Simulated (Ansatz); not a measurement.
SiH₅, that is [SiH5]- with one electron fewer. Charge 0, multiplicity 2. Geometry PBE0-D4/def2-TZVPD; atoms count from 1.

Cartesian coordinates in Å:
```
Si 0.000 0.000 0.000
H 0.282 -0.608 -1.442
H -0.282 0.608 1.442
H 0.703 1.265 -0.396
H 0.773 -1.124 0.625
H -1.476 -0.142 -0.229
```

(1) Estimate the Mulliken populations from the PBE0/def2-TZVPD orbitals of Ansatz.

(2) Where does the spin sit?

Results:

(1) 
```
atom  charge (e)  spin (α − β)
 Si1       -0.16         -0.12
  H2        0.02          0.38
  H3        0.02          0.38
  H4        0.04          0.12
  H5        0.04          0.12
  H6        0.04          0.12
```
Mulliken values and Mayer orders depend strongly on the basis. With diffuse functions, as here, like atoms can get unlike values, and bond orders can come out too low or too high.

(2) Summed by element: Si -0.12, H 1.12, of 1 unpaired in all. Largest on single atoms: H2 0.38, H3 0.38, H4 0.12.
